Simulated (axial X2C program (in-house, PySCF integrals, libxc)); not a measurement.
**Ionising CH**

Calculated with an in-house all-electron X2C program for linear molecules (integrals from PySCF), spin-free (one-electron X2C) or two-component (2c: spin–orbit coupling with atomic mean-field Coulomb and Gaunt terms, which also bring small scalar terms), in Dyall basis sets with cores contracted in-house; open shells are unrestricted.

Basis sets: C dyall-v3z, H dyall-v3z. Frozen shells (counts by l): CH C 1s, H none, 5 electrons correlated; CH⁺ C 1s, H none, 4 electrons correlated. Where the outer core of a metal is frozen, bonds come out longer and ionisation energies lower.

| Hamiltonian | level | CH state | Re (Å) | ωe (cm⁻¹) | De (eV) |
| --- | --- | --- | --- | --- | --- |
| spin-free | HF | M_S = 1/2, Λ = 1 | 1.105 | 3038.4 | 2.39 |
| spin-free | PBE0 | M_S = 1/2, Λ = 1 | 1.125 | 2846.8 | 3.49 |
| spin-free | MP2 | M_S = 1/2, Λ = 1 | 1.114 | 2947.2 | 3.39 |
| 2c | HF | Ω = 1/2 | 1.105 | 3038.1 | 2.39 |
| 2c | PBE0 | Ω = 1/2 | 1.125 | 2846.6 | 3.49 |
| 2c | MP2 | Ω = 1/2 | 1.114 | 2947.0 | 3.39 |

Adiabatic ionisation energy (minimum to minimum, no zero-point term) and constants of CH⁺:

```tsv
Hamiltonian	level	CH⁺ state	IE (eV)	Re (Å)	ωe (cm⁻¹)	De (eV)	fragments
spin-free	HF	M_S = 0, Λ = 0	10.11	1.113	3060.8	3.07	C+ + H
spin-free	PBE0	M_S = 0, Λ = 0	10.89	1.140	2807.4	4.11	C+ + H
spin-free	MP2	M_S = 0, Λ = 0	10.63	1.125	2939.4	3.99	C+ + H
2c	HF	Ω = 0	10.11	1.113	3060.6	3.07	C+ + H
2c	PBE0	Ω = 0	10.89	1.140	2807.3	4.11	C+ + H
2c	MP2	Ω = 0	10.64	1.125	2939.3	3.99	C+ + H
```

**Question.** Add the zero-point terms to the ionisation energy at MP2, 2c, and say whether the electron removed was bonding.

**Answer.** IE0 = IE + (ωe⁺ − ωe)/2 = 10.64 + (0.000) = 10.64 eV. Re changes by 0.011 Å, so the electron was nearly non-bonding.

**Question.** Close the cycle De(CH⁺) + IE(CH) = De(CH) + IE(C) to find the atomic ionisation energy at MP2, 2c.

**Answer.** IE(C) = 3.99 + 10.64 − 3.39 = 11.24 eV, for the determinants used.

Each entry is the lowest single determinant of a limited PBE0 search at one distance. De goes to single-determinant-based atoms at the same level (for ions the charge split of lowest energy) and is withheld (n/a) where an atom does not fit its ground term or J level. Main or longest-lived isotopes. One determinant is a doubtful description, or other states lie close, for CH; these need not be ground states, and all values refer to the states named. Some light 2c atoms are not at their ground J level, so De misses part of their lowering (0.04 eV or less). The functionals have no current term, which raises determinants with orbital currents.
